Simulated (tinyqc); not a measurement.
The integration grid: Kohn-Sham PBE on finer and finer grids in the sto-3g basis, for NH, spin multiplicity 3. Computed by the program tinyqc with PySCF. Self-consistent on each grid; the net force on the molecule should vanish.

Geometry (angstrom):
```
atom       x       y       z
N     0.0000  0.0000  0.0000
H     0.0000  0.0000  1.1360
```

Kohn-Sham energy on Becke grids (radial x angular points per atom):
```
grid       points  residual of the electron count  E (hartree)  E - finest (mhartree)  largest net force without grid terms (hartree/bohr)
10 x 14       274                        1.56e-02    -54.42529                0.61793                                             2.68e-02
15 x 26       770                        1.34e-02    -54.43133               -5.41891                                             8.35e-03
20 x 50      1987                        1.63e-04    -54.42672               -0.81221                                             1.42e-03
30 x 86      5140                        2.21e-06    -54.42599               -0.07424                                             1.53e-05
50 x 194    19367                        9.53e-08    -54.42591               -0.00029                                             2.07e-06
75 x 302    45250                        6.69e-08    -54.42591               -0.00009                                             7.41e-07
120 x 590  141399                       -6.90e-10    -54.42591                0.00000                                             1.30e-07
```

What does the comparison show, and why?

The energy is within 0.1 mhartree of the finest grid first at 30 x 86. The error has both signs, since quadrature is not variational. The electron count and the net force are cheap signs of a poor grid.
